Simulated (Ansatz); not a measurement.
# BH3 (borane) at HF/def2-TZVPPD

What is the vertical electron affinity of BH3 (borane) at HF/def2-TZVPPD? 

The results are computed with Ansatz 0.2.0.

### Step 1. The molecule

The species is BH3 (4 atoms), typed as a singlet with charge 0. SMILES: `B`. The coordinates come from a PBE0-D4/def2-TZVP relaxation.

Bond lengths: B1–H2 1.193 Å, B1–H3 1.193 Å, B1–H4 1.193 Å. Angles: H2–B1–H3 120.0°, H2–B1–H4 120.0°, H3–B1–H4 120.0°.

### Step 2. The energy at HF/def2-TZVPPD

molecule.yaml reads:

```yaml
crystal:
  periodic: [false, false, false]
  atoms:
    - symbol: B
      position_ang: [0.013900, -0.015100, -0.005100]
    - symbol: H
      position_ang: [0.982200, 0.381700, 0.568800]
    - symbol: H
      position_ang: [-0.276200, -1.171800, 0.043000]
    - symbol: H
      position_ang: [-0.664400, 0.744900, -0.626900]
basis:
  gaussian:
    orbitals: def2-TZVPPD.json
hamiltonian:
  xc: hf
accuracy: high
output: {orbitals: {seedname: orbitals}}
```

The basis set def2-TZVPPD is read from a file made from the Basis Set Exchange's data (not shown).

Run with:

```bash
$ ansatz run molecule.yaml --threads 1 --pin off --max-ram 3480MiB --events-out events.jsonl --progress --plain --runs-dir runs
```

Log:

```text
Warning: RAYON_NUM_THREADS=1 ignored (pool sized by the plan → 1); use --threads N
Functional definition: HF
  name "HF"
  exchange = exact_x
  correlation = 0
1349 factors; integrals over basis functions are off by at most 2.9e-9 eV
mean field evaluation 1: about -717.9734 eV, gradient 9.8e0 eV
mean field evaluation 2: about -717.9727 eV, gradient 9.8e0 eV
mean field evaluation 4: about -718.3983 eV, gradient 1.5e-1 eV
mean field evaluation 8: about -718.3984 eV, gradient 1.1e-4 eV
mean field -718.39844440 eV, -26.4006558838 hartree, gradient 2.9e-8 eV, S^2 0.000000; 0 other end points of the search recorded, 0 dependent functions left out
reference -718.39844440 eV, -26.4006558838 hartree; 4, 4 occupied and 84, 84 virtual orbitals, 1349 factors
Total energy: -718.39844440 eV, -26.4006558838 hartree
```

Run time: 0.7 s. Hardware: 1 thread of Arm Neoverse V2, shared host; peak memory 0.14 GiB.

### Step 3. The doublet anion, same level

molecule.yaml reads:

```yaml
basis:
  gaussian: {orbitals: def2-TZVPPD.json}
crystal:
  periodic: [false, false, false]
  atoms:
    - {symbol: B, position_ang: [0.013900, -0.015100, -0.005100]}
    - {symbol: H, position_ang: [0.982200, 0.381700, 0.568800]}
    - {symbol: H, position_ang: [-0.276200, -1.171800, 0.043000]}
    - {symbol: H, position_ang: [-0.664400, 0.744900, -0.626900]}
total_charge: -1
magnetization: {spin_polarized: true, initial_magnetization: 1}
hamiltonian: {xc: hf}
accuracy: high
output: {orbitals: {seedname: orbitals}}
```

The basis set def2-TZVPPD is read from a file made from the Basis Set Exchange's data (not shown).

Run with:

```bash
$ ansatz run molecule.yaml --threads 1 --pin off --max-ram 3480MiB --events-out events.jsonl --progress --plain --runs-dir runs
```

Log:

```text
Warning: RAYON_NUM_THREADS=1 ignored (pool sized by the plan → 1); use --threads N
Functional definition: HF
  name "HF"
  exchange = exact_x
  correlation = 0
1349 factors; integrals over basis functions are off by at most 2.9e-9 eV
mean field evaluation 1: about -716.6587 eV, gradient 8.7e0 eV
mean field evaluation 2: about -716.6581 eV, gradient 8.7e0 eV
mean field evaluation 4: about -717.4296 eV, gradient 8.3e-1 eV
mean field evaluation 8: about -717.4384 eV, gradient 1.2e-3 eV
mean field evaluation 16: about -717.2102 eV, gradient 6.7e-1 eV
mean field evaluation 32: about -717.2757 eV, gradient 5.5e-1 eV
mean field evaluation 64: about -717.1622 eV, gradient 4.4e0 eV
mean field -717.43844363 eV, -26.3653765061 hartree, gradient 2.6e-8 eV, S^2 0.758883; 2 other end points of the search recorded, 0 dependent functions left out
reference -717.43844363 eV, -26.3653765061 hartree; 5, 4 occupied and 83, 84 virtual orbitals, 1349 factors
Total energy: -717.43844363 eV, -26.3653765061 hartree
```

Wall time 1.5 s (1 thread of Arm Neoverse V2, shared host); peak memory 0.15 GiB.

### Step 4. Results

Level: HF/def2-TZVPPD.

| quantity | value |
| --- | --- |
| singlet BH3: total energy | -26.40066 Eh |
| singlet BH3: HOMO energy | -13.55 eV |
| singlet BH3: LUMO energy | 1.31 eV |
| singlet BH3: HOMO–LUMO gap | 14.85 eV |
| doublet anion: total energy | -26.36538 Eh |
| doublet anion: HOMO energy (highest over α and β) | 0.32 eV |
| doublet anion: LUMO energy (lowest over α and β) | 4.98 eV |
| doublet anion: ⟨S²⟩ | 0.759 |
| vertical electron affinity (to the doublet anion) | -0.960 eV |

In words: The anion lies 0.96 eV (22.1 kcal/mol) above the neutral: the electron isn't bound at this level, and such a value depends on the basis. Hartree–Fock misses the correlation that binds many anions. The HOMO of this anion lies above zero, so its frontier levels hang on the basis. The HOMO (doublet anion) lies at positive energy, 0.32 eV: the electron is unbound at this level or held by a compact basis; values depend on the basis.
